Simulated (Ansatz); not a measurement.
**Which is lower?**

Two relaxed structures of CH$_{4}$BCl, singlet (PBE0-D4/def2-TZVP; forces vanish, vibrations not checked).

A:

```
7
angstrom
B -0.6988 0.0105 -0.6244
C 0.4349 -0.0984 0.4255
Cl 1.4023 1.3696 0.7238
H -1.3496 -0.9759 -0.8193
H -0.9321 1.0138 -1.2245
H 1.1259 -0.8977 0.1332
H 0.0173 -0.4219 1.3858
```

B:

B1  (-0.305, 0.161, -0.093)
C2  (0.342, -0.832, 0.626)
Cl3  (1.162, 2.227, 0.316)
H4  (-1.031, 0.759, -0.799)
H5  (2.075, 1.417, -0.077)
H6  (1.165, -0.714, 1.319)
H7  (-0.028, -1.851, 0.528)
(Å)

Ansatz 0.2.0; basis: def2-TZVPP; cores frozen in the correlated methods. B3LYP uses VWN-RPA correlation.

(1) Which structure is lower at CCSD(T), and by how much? (An estimate is asked for; the value comes from the calculation.)

T1 diagnostic: at most 0.012.

Answers

(1) By the calculation: A, by 112.9 kJ/mol (electronic energy, against the other). By their contacts, A is CH₄BCl ([BH2][CH2][Cl]) and B is a complex of CH₃B ([BH][CH2]) + HCl.

All methods give the same order:

| method | E(B) − E(A) (kJ/mol) |
| --- | --- |
| PBE-D4 | 109.9 |
| r2SCAN-D4 | 114.6 |
| PBE0-D4 | 123.8 |
| B3LYP-D4 | 112.3 |
| wB97M-V | 114.5 |
| HF | 138.9 |
| MP2 | 116.9 |
| CCSD | 117.6 |
| CCSD(T) | 112.9 |

Labels in which every atom is bracketed show which atoms are joined, not bond orders.

For scale, one of the runs: CCSD(T)/def2-TZVPP, 160 basis functions, launched by `ansatz run in.yaml --threads 2 --pin off --events-out ev --progress --plain --max-ram 4352MiB`. Time: 23 s of wall clock on 2 CPU threads of an Arm Neoverse V1; the host was shared. Peak host memory: 1.1 GiB.
